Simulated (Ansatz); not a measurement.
Born–Oppenheimer molecular dynamics of AlClH₅P (8 atoms, charge 0, multiplicity 1). It starts at the highest image of a converged band. Of that band: The profile has 2 maxima (images 2, 5) with wells between them (image 4): this band takes more than one step, which may be the mechanism or a detour left from its start path. Neighbouring images differ by up to 1.3 eV, so the band resolves the path poorly. A vibrational analysis at the climbing image gives one clearly imaginary mode, 890i cm⁻¹: a first-order saddle point.

All numbers below come from Ansatz, RKS PBE/def2-SVP.

```json
{"ensemble": "NVE (velocity Verlet)", "time step": "0.5 fs", "steps asked": "200", "starting velocities drawn for": "100 K", "seed": "5899"}
```

First frame:

```xyz
8
Properties=species:S:1:pos:R:3
Al 0.066 -0.110 0.179
Cl 0.619 0.727 2.091
H 1.218 -0.142 -0.935
H -1.488 -0.024 -0.202
P 0.141 -2.725 0.916
H -0.292 -3.010 -0.391
H 1.504 -2.468 1.141
H -0.799 -2.311 1.873
```

How far do the bonds stretch over the last three quarters of this one trajectory? (Pairs bonded in most of those frames.)


```
   bond  mean (Å)  spread (Å)  shortest  longest
Al1–Cl2     2.160       0.030      2.11     2.20
 Al1–H3     1.605       0.013      1.58     1.63
 Al1–H4     1.604       0.016      1.57     1.63
 Al1–P5     2.579       0.049      2.49     2.65
  P5–H6     1.446       0.051      1.36     1.55
  P5–H7     1.439       0.037      1.37     1.51
  P5–H8     1.439       0.037      1.37     1.50
```

Mean temperature of the second half: 711 K. The conserved energy stayed within 0.22 meV per atom of its start (net change 0.045 meV per atom), so the integration is sound. The kinetic energy rose, since the run started high on the potential surface and went downhill. A run of 0.1 ps of so small a system gives no equilibrium averages. The orbitals stay closed-shell, which can raise the energy where a bond breaks towards radicals; this wasn't checked here.

Run time: 7.2 min on 1 thread of Arm Neoverse V1 (shared host), peak memory 0.15 GiB.
